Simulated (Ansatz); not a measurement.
Relaxation of AlH3Mg (5 atoms, charge 0, multiplicity 1), to a largest force component of 0.02 eV/Å in at most 50 steps.

All numbers below come from Ansatz 0.2.0, RKS BLYP/def2-SVP.

```xyz
5
Properties=species:S:1:pos:R:3:forces:R:3
Mg 0.523 -1.287 0.799 0.28 -0.62 0.43
Al -0.335 0.781 -0.520 -0.27 0.62 -0.39
H 1.113 -2.619 1.720 -0.02 0.02 -0.03
H -1.650 0.906 -1.411 -0.29 -0.21 -0.12
H 0.348 2.219 -0.588 0.30 0.19 0.12
```

**Question.** Where does it end, and by what steps?

**Answer.** It converged. After 4 steps the energy has fallen by 0.086 eV; Al2 moved furthest, 0.09 Å.

```json
{"step": "0", "energy less start (eV)": "0.0000", "largest force component (eV/Å)": "0.622", "accepted": "yes"}
{"step": "1", "energy less start (eV)": "-0.0743", "largest force component (eV/Å)": "0.207", "accepted": "yes"}
{"step": "2", "energy less start (eV)": "-0.0845", "largest force component (eV/Å)": "0.110", "accepted": "yes"}
{"step": "3", "energy less start (eV)": "-0.0793", "largest force component (eV/Å)": "0.152", "accepted": "no"}
{"step": "4", "energy less start (eV)": "-0.0863", "largest force component (eV/Å)": "0.003", "accepted": "yes"}
```

```xyz
5
Properties=species:S:1:pos:R:3
Mg 0.548 -1.320 0.850
Al -0.361 0.861 -0.557
H 1.121 -2.680 1.732
H -1.711 0.858 -1.441
H 0.402 2.282 -0.584
```

Whether the end is a true minimum wasn't checked by a vibrational analysis.

Run time: 7.6 s on 1 thread of Arm Neoverse V1 (shared host), peak memory 0.09 GiB.
